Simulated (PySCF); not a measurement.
## Calculated NMR parameters of C=CC(=O)C#N

| Item | Value |
| --- | --- |
| Formula | C4H3NO |
| SMILES | C=CC(=O)C#N |
| Degrees of unsaturation | 4 |
| Carbon signals | 4 |
| Proton signals | 3 |

Structure with atom numbers: `[CH2:1]=[CH:2][C:3](=[O:4])[C:5]#[N:6]`; H(Xn) means a hydrogen on atom n. Ha(C1) is cis to C3; Hb(C1) is trans to C3.

Non-relativistic Hamiltonian, single conformer, gas phase. Coordinates at the PBE0-D3(BJ)/def2-TZVP level; shielding tensors at B97-2/pcSseg-2 (GIAO); PySCF 2.14.0 with density-fitted response routines.

δ = σ(ref) − σ, references computed at the same level: 1H, 13C against TMS; 15N against NH3; 17O vs H2O.

| carbon | δC, type | δH (multiplicity) | HMBC from (2–3 bonds) | span of the C tensor (ppm) |
| --- | --- | --- | --- | --- |
| C1 | 144.8, CH2 | Hb(C1) 6.30 (m); Ha(C1) 7.18 (m) | H(C2) | 260 |
| C2 | 141.0, CH | 6.96 (m) | Ha(C1), Hb(C1) | 212 |
| C3 | 173.0, C | – | Ha(C1), H(C2), Hb(C1) | 183 |
| C5 | 121.0, C | – | H(C2) | 341 |

Other nuclei:
```tsv
atoms	nucleus	environment	δ (ppm)	σ (ppm)
N6	15N	nitrile nitrogen	299.9	-38.1
O4	17O	carbonyl oxygen of an acyl cyanide	635.3	-307.6
```

- Carbon types of the structure: 2 × C, 1 × CH, 1 × CH2, which accounts for all hydrogens.
- δC 173.0: acyl cyanide carbonyl carbon.
- δC 144.8: β carbon of a C=C–C=O unit; conjugation with the carbonyl draws π density from the β position.
- δC 141.0: α carbon of a C=C–C=O unit; as expected for a trigonal carbon in a double bond.
- δC 121.0: nitrile carbon; typical of a nitrile.
- δH 7.18, 6.30: hydrogen on a β carbon of a C=C–C=O unit; attached to an sp2 carbon and in the plane of the double bond.

Shifts are as computed. Against solution values, carbons near 30 ppm lie about +3 ppm off and those near 130 ppm about +7 ppm. Of 1211 compounds with measured shifts, 218 miss one by over three times the rms of a fit or turn the order of signals round; such compounds aren't used in these exercises. Unscaled 17O shifts of doubly bonded oxygen tend to come out too high, by tens of ppm or more. Experimental scales use liquid or dissolved standards, which lie at an offset from isolated NH3 (liquid NH3: subtract about 20 ppm) and H2O (liquid H2O: subtract about 36 ppm). Unscaled 15N shifts of sp2 nitrogen come out 20 to 40 ppm too high even then. Multiplicities follow the n + 1 count of equivalent neighbours, as no J values were calculated; m marks all less simple cases, F and P coupling included.
